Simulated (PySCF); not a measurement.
**SVWN5/aug-cc-pVTZ run of HOF (hypofluorous acid)**

Aim: the energy change on altering one bond length of HOF (hypofluorous acid) at SVWN5/aug-cc-pVTZ, from 2 runs. Input form: a Python script.

The results are computed with PySCF 2.14.0.

1 further run of the same task is left out (set aside as unsound or not needed).

## 1. Starting point

The species is HOF (3 atoms), meant as a singlet with charge 0. As SMILES, `OF`. Geometry: relaxed at PBE0-D4/def2-TZVP.

Bond lengths: O1–F2 1.406 Å, O1–H3 0.969 Å. Angles: F2–O1–H3 99.1°.

## 2. A single-point energy at SVWN5/aug-cc-pVTZ

calc.py reads:

```python
from pyscf import gto, dft

system = gto.M(
    atom='''
O      0.813697    -0.397485     0.408804
F     -0.419349     1.917354    -0.020749
H     -0.394367    -1.519869    -0.388055
''',
    verbose=4,
    charge=0,
    max_memory=1860,
    basis='aug-cc-pvtz',
    unit='bohr',
)

mf = dft.RKS(system)
mf.xc = 'svwn'
mf.conv_tol = 1e-10
mf.grids.level = 5
mf.kernel()
if not mf.converged:
    mf = mf.newton().run(mf.mo_coeff, mf.mo_occ)

etot = mf.e_tot
print('E = %.10f Eh' % etot)
```

On the command line:

```console
$ OMP_NUM_THREADS=1 python calc.py
```

Standard output:

```text
PySCF version 2.14.0

[INPUT] num. atoms = 3
[INPUT] num. electrons = 18
[INPUT] charge = 0
[INPUT] spin (= nelec alpha-beta = 2S) = 0
[INPUT] symmetry False subgroup None
[INPUT] Mole.unit = bohr
[INPUT] Symbol           X                Y                Z      unit          X                Y                Z       unit  Magmom
[INPUT]  1 O      0.430589908994  -0.210340003683   0.216329760533 AA    0.813697000000  -0.397485000000   0.408804000000 Bohr   0.0
[INPUT]  2 F     -0.221909934222   1.014620042066  -0.010979897949 AA   -0.419349000000   1.917354000000  -0.020749000000 Bohr   0.0
[INPUT]  3 H     -0.208690029139  -0.804280038384  -0.205349862584 AA   -0.394367000000  -1.519869000000  -0.388055000000 Bohr   0.0

nuclear repulsion = 34.0627035405534
number of shells = 35
number of NR pGTOs = 141
number of NR cGTOs = 115
basis = aug-cc-pvtz
ecp = {}

******** <class 'pyscf.dft.rks.RKS'> ********
method = RKS
initial guess = minao
damping factor = 0
level_shift factor = 0
DIIS = <class 'pyscf.scf.diis.CDIIS'>
diis_start_cycle = 1
diis_space = 8
diis_damp = 0
SCF conv_tol = 1e-10
SCF conv_tol_grad = None
SCF max_cycles = 50
direct_scf = True
direct_scf_tol = 1e-13
XC library pyscf.dft.libxc version 7.0.0
    S. Lehtola, C. Steigemann, M. J.T. Oliveira, and M. A.L. Marques.,  SoftwareX 7, 1–5 (2018)
XC functionals = svwn
    P. A. M. Dirac.,  Math. Proc. Cambridge Philos. Soc. 26, 376 (1930)
    F. Bloch.,  Z. Phys. 57, 545 (1929)
    S. H. Vosko, L. Wilk, and M. Nusair.,  Can. J. Phys. 58, 1200 (1980)
radial grids:
    Treutler-Ahlrichs [JCP 102, 346 (1995); DOI:10.1063/1.469408] (M4) radial grids

becke partition: Becke, JCP 88, 2547 (1988); DOI:10.1063/1.454033
pruning grids: <function nwchem_prune>
grids dens level: 5
symmetrized grids: False
atomic radii adjust function: <function treutler_atomic_radii_adjust>
small_rho_cutoff = 0
Set gradient conv threshold to 1e-05
Initial guess from minao.
tot grids = 110400
init E= -174.555575273983
  HOMO = -0.33286397035126  LUMO = -0.136645554179694  gap/eV = 5.33938
cycle= 1 E= -174.416574216572  delta_E= 0.139  |g|= 0.402  |ddm|= 1.15
  HOMO = -0.203191512178263  LUMO = -0.0646172789137029  gap/eV = 3.77080
cycle= 2 E= -174.381996405567  delta_E= 0.0346  |g|= 0.596  |ddm|= 0.539
  HOMO = -0.275836557312914  LUMO = -0.123587616799975  gap/eV = 4.14290
cycle= 3 E= -174.435480664325  delta_E= -0.0535  |g|= 0.235  |ddm|= 0.362
  HOMO = -0.275251999934119  LUMO = -0.124782224783809  gap/eV = 4.09449
cycle= 4 E= -174.443218464283  delta_E= -0.00774  |g|= 0.083  |ddm|= 0.108
  HOMO = -0.26957682173682  LUMO = -0.116022559984291  gap/eV = 4.17842
cycle= 5 E= -174.444211779992  delta_E= -0.000993  |g|= 0.0124  |ddm|= 0.0352
  HOMO = -0.27057924014928  LUMO = -0.117216553738658  gap/eV = 4.17321
cycle= 6 E= -174.444235294758  delta_E= -2.35e-05  |g|= 0.000613  |ddm|= 0.00519
  HOMO = -0.270609278072618  LUMO = -0.117247102698506  gap/eV = 4.17320
cycle= 7 E= -174.444235359794  delta_E= -6.5e-08  |g|= 0.000275  |ddm|= 0.000545
  HOMO = -0.270603526461704  LUMO = -0.117251640781948  gap/eV = 4.17292
cycle= 8 E= -174.444235375731  delta_E= -1.59e-08  |g|= 2.23e-05  |ddm|= 0.000172
  HOMO = -0.270605963892653  LUMO = -0.117254088643858  gap/eV = 4.17292
cycle= 9 E= -174.444235375812  delta_E= -8.08e-11  |g|= 3.23e-06  |ddm|= 1.5e-05
  HOMO = -0.270606621673263  LUMO = -0.117254551067235  gap/eV = 4.17292
Extra cycle  E= -174.444235375809  delta_E= 3.13e-12  |g|= 5.08e-06  |ddm|= 3.33e-06
converged SCF energy = -174.444235375809
E = -174.4442353758 Eh
```

Wall time 5.7 s (1 thread of Arm Neoverse V2, shared host); peak memory 0.4 GiB.

## 3. The distorted shape, same level

geometry.xyz reads:

```xyz
3

O      0.526465    -0.121265     0.279571
F     -0.126035     1.103695     0.052261
H     -0.208690    -0.804280    -0.205350
```

job.py reads:

```python
from pyscf import gto, dft

molecule = gto.M(
    atom='geometry.xyz',
    basis='aug-cc-pvtz',
    spin=0,
    verbose=3,
    max_memory=1860,
)

mf = dft.RKS(molecule)
mf.xc = 'svwn'
mf.conv_tol = 1e-10
mf.grids.level = 5
mf.kernel()
if not mf.converged:
    mf = mf.newton().run(mf.mo_coeff, mf.mo_occ)

e_final = mf.e_tot
print('Final energy', e_final)
```

On the command line:

```console
$ OMP_NUM_THREADS=1 python job.py
```

Standard output:

```text
converged SCF energy = -174.433610522746
Final energy -174.43361052274562
```

Wall time 6 s (1 thread of Arm Neoverse V2, shared host); peak memory 0.4 GiB.

## 4. What came out

At SVWN5/aug-cc-pVTZ:

| quantity | value |
| --- | --- |
| first shape: total energy | -174.44424 Eh |
| first shape: dipole moment | 1.87 D |
| first shape: HOMO energy | -7.36 eV |
| first shape: LUMO energy | -3.19 eV |
| first shape: HOMO–LUMO gap | 4.17 eV |
| distorted shape: total energy | -174.43361 Eh |
| distorted shape: dipole moment | 2.00 D |
| distorted shape: HOMO energy | -7.20 eV |
| distorted shape: LUMO energy | -3.08 eV |
| distorted shape: HOMO–LUMO gap | 4.12 eV |
| energy change with the O1–H3 bond stretched from 0.969 to 1.115 Å | 0.289 eV |

With the O1–H3 bond stretched from 0.969 to 1.115 Å the energy rises by 0.29 eV (6.7 kcal/mol). The first shape isn't relaxed at this level, so the change isn't measured from a minimum. Mulliken charges (first shape) run from -0.16 on F2 to +0.22 on H3; in a basis this large or diffuse they mean little.
